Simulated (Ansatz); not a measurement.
Geometry optimisation, RKS BLYP/def2-mTZVP in Ansatz 0.2.0.

input.yaml

```yaml
crystal:
  periodic: [false, false, false]
  atoms:
    - { symbol: B, position_ang: [-0.137421, -0.274161, 0.211189] }
    - { symbol: "N", position_ang: [0.040216, -0.311027, 1.685844] }
    - { symbol: H, position_ang: [-0.753264, -0.48199, 2.297279] }
    - { symbol: H, position_ang: [0.934695, -0.45788, 2.149189] }
    - { symbol: O, position_ang: [0.905953, -0.281607, -0.687817] }
    - { symbol: H, position_ang: [1.795185, -0.32353, -0.28533] }
    - { symbol: H, position_ang: [-1.245737, -0.238485, -0.231009] }
    - { symbol: H, position_ang: [-0.089762, 2.12759, 0.320411] }
    - { symbol: H, position_ang: [-0.078165, 1.84469, 0.970744] }
basis:
  gaussian: { orbitals: def2-mTZVP }
hamiltonian:
  xc: blyp
relax:
  f_tol: 0.03
  max_steps: 50
output:
  orbitals: {}
```

Run as:

```bash
$ ansatz run input.yaml --threads 1 --pin off --max-ram 2048MiB --backend cpu --events-out ev --progress --plain --runs-dir out
```

Q: Where does it end, and by what steps?

A: The run converged. The force dipped under the threshold on the way, but the program's further checks kept it going. After 22 steps the energy has fallen by 0.413 eV; H8 moved furthest, 2.67 Å.

```
step  energy less start (eV)  largest force component (eV/Å)  accepted
   0                  0.0000                           1.888       yes
   1                 -0.2272                           1.049       yes
   2                 -0.3243                           0.262       yes
   3                 -0.3662                           0.160       yes
   4                 -0.3863                           0.112       yes
   5                 -0.3911                           0.343       yes
   6                 -0.3900                           0.199        no
   7                 -0.3990                           0.106       yes
   8                 -0.4013                           0.137       yes
   9                 -0.4034                           0.140       yes
  10                 -0.4069                           0.075       yes
  11                 -0.4090                           0.049       yes
  12                 -0.4105                           0.045       yes
  13                 -0.4113                           0.140       yes
  14                 -0.4117                           0.104       yes
  15                 -0.4122                           0.051       yes
  16                 -0.4126                           0.107       yes
  17                 -0.4127                           0.081       yes
  18                 -0.4130                           0.021       yes
  19                 -0.4131                           0.026       yes
  20                 -0.4132                           0.038       yes
  21                 -0.4132                           0.026       yes
  22                 -0.4132                           0.006       yes
```

```xyz
9
Properties=species:S:1:pos:R:3
B -0.051 -1.122 0.149
N 0.100 -0.820 1.525
H -0.701 -0.720 2.142
H 0.988 -0.688 2.005
O 1.001 -1.275 -0.740
H 1.889 -1.159 -0.351
H -1.152 -1.259 -0.301
H -0.344 4.697 1.006
H -0.358 3.951 0.995
```

Whether the end is a true minimum wasn't checked by a vibrational analysis.

Run time: 41 s on 1 thread of AMD EPYC 7R43 64-Core Processor (Zen 3), on a shared host, peak memory 0.15 GiB.
